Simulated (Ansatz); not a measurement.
**FCI/STO-3G run of [SiPH4]− (SMILES [SiH2-]P)**

Aim: the vertical singlet–triplet gap of [SiPH4]− at FCI/STO-3G, from 2 runs. 

The results are computed with Ansatz 0.2.0.

## (1) Starting point

The species is [SiPH4]− (6 atoms), meant as a singlet with charge -1. As SMILES, `[SiH2-]P`. Geometry: relaxed at GFN2-xTB. This is one conformer, not always the lowest.

Bond lengths: Si1–P2 2.225 Å, Si1–H3 1.503 Å, Si1–H4 1.503 Å, P2–H5 1.375 Å, P2–H6 1.375 Å. Angles: Si1–P2–H5 94.0°, Si1–P2–H6 94.1°, P2–Si1–H3 96.4°, P2–Si1–H4 96.5°, H5–P2–H6 91.3°, H3–Si1–H4 96.7°.

## (2) A single-point energy at FCI/STO-3G

Input file job.yaml:

```yaml
crystal:
  periodic: [false, false, false]
  atoms:
    - {symbol: Si, position_ang: [0.357650, -1.019850, -0.132620]}
    - {symbol: P, position_ang: [-0.355230, 1.071380, 0.132600]}
    - {symbol: H, position_ang: [-0.387090, -1.600590, 1.036860]}
    - {symbol: H, position_ang: [-0.642080, -1.408110, -1.185860]}
    - {symbol: H, position_ang: [0.407400, 1.565440, -0.899820]}
    - {symbol: H, position_ang: [0.619350, 1.391730, 1.048840]}
basis:
  gaussian: {orbitals: STO-3G}
total_charge: -1
correlation: {method: fci, frozen_orbitals: {H: 0, P: 5, Si: 5}}
accuracy: high
```

On the command line:

```
$ ansatz run job.yaml --threads 1 --pin off --max-ram 2610MiB --events-out events.jsonl --progress --plain --runs-dir runs
```

The log of the run:

```text
Warning: RAYON_NUM_THREADS=1 ignored (pool sized by the plan → 1); use --threads N
Functional definition: HF
  name "HF"
  exchange = exact_x
  correlation = 0
393 factors; integrals over basis functions are off by at most 2.7e-9 eV
mean field evaluation 1: about -16996.6947 eV, gradient 7.9e0 eV
mean field evaluation 2: about -16996.7413 eV, gradient 7.9e0 eV
mean field evaluation 4: about -16997.1648 eV, gradient 3.6e-1 eV
mean field evaluation 8: about -16997.1657 eV, gradient 4.1e-7 eV
mean field -16997.16569540 eV, -624.6343182132 hartree, gradient 3.1e-8 eV, S^2 0.000000; 0 other end points of the search recorded, 0 dependent functions left out
10 core orbitals not correlated: weight in the atoms' cores, before any rotation towards them, 1.000 or more for the frozen orbitals, at most 0.000 for the correlated occupied ones
reference -16997.16569540 eV, -624.6343182132 hartree; 7, 7 occupied and 5, 5 virtual orbitals, 393 factors
state -16999.71217348 eV, -624.7278995565 hartree
Total energy: -16999.71217348 eV, -624.7278995565 hartree
```

Wall time 1.5 s (1 thread of AMD EPYC 9R14 (Zen 4), shared host); peak memory 0.13 GiB.

## (3) The triplet at the same level

Input file molecule.yaml:

```yaml
crystal:
  periodic: [false, false, false]
  atoms:
    - {symbol: Si, position_ang: [0.357650, -1.019850, -0.132620]}
    - {symbol: P, position_ang: [-0.355230, 1.071380, 0.132600]}
    - {symbol: H, position_ang: [-0.387090, -1.600590, 1.036860]}
    - {symbol: H, position_ang: [-0.642080, -1.408110, -1.185860]}
    - {symbol: H, position_ang: [0.407400, 1.565440, -0.899820]}
    - {symbol: H, position_ang: [0.619350, 1.391730, 1.048840]}
basis:
  gaussian: {orbitals: STO-3G}
total_charge: -1
magnetization: {spin_polarized: true, initial_magnetization: 2}
correlation: {method: fci, frozen_orbitals: {H: 0, P: 5, Si: 5}}
accuracy: high
```

On the command line:

```
$ ansatz run molecule.yaml --threads 1 --pin off --max-ram 2610MiB --events-out events.jsonl --progress --plain --runs-dir runs
```

The log of the run:

```text
Warning: RAYON_NUM_THREADS=1 ignored (pool sized by the plan → 1); use --threads N
Functional definition: HF
  name "HF"
  exchange = exact_x
  correlation = 0
393 factors; integrals over basis functions are off by at most 2.7e-9 eV
mean field evaluation 1: about -16987.8684 eV, gradient 5.7e0 eV
mean field evaluation 2: about -16987.9613 eV, gradient 5.7e0 eV
mean field evaluation 4: about -16988.6026 eV, gradient 1.4e0 eV
mean field evaluation 8: about -16988.8193 eV, gradient 5.6e-1 eV
mean field evaluation 16: about -16990.5432 eV, gradient 3.2e-5 eV
mean field evaluation 32: about -16990.5384 eV, gradient 2.6e-1 eV
mean field -16990.54315471 eV, -624.3909443316 hartree, gradient 2.3e-8 eV, S^2 2.011422; 3 other end points of the search recorded, 0 dependent functions left out
10 core orbitals not correlated: weight in the atoms' cores, before any rotation towards them, 1.000 or more for the frozen orbitals, at most 0.000 for the correlated occupied ones
reference -16990.47296158 eV, -624.3883647818 hartree; 8, 6 occupied and 4, 6 virtual orbitals, 393 factors
state -16992.78560340 eV, -624.4733528012 hartree
Total energy: -16992.78560340 eV, -624.4733528012 hartree
```

It took 2.3 s on 1 thread of AMD EPYC 9R14 (Zen 4), shared host; peak memory 0.12 GiB.

## (4) Summary of results

Level: FCI/STO-3G, 10 core orbitals frozen.

```
                                             quantity          value
                                singlet: total energy  -624.72790 Eh
singlet: correlation energy (10 core orbitals frozen)      -93.6 mEh
                                triplet: total energy  -624.47335 Eh
triplet: correlation energy (10 core orbitals frozen)      -85.0 mEh
     vertical energy of the triplet above the singlet       6.927 eV
```

At this shape the triplet lies 6.93 eV (160 kcal/mol) above the singlet. For an anion a state so high probably lies above electron detachment. In a minimal basis such a difference can be off by several eV, whatever the method.
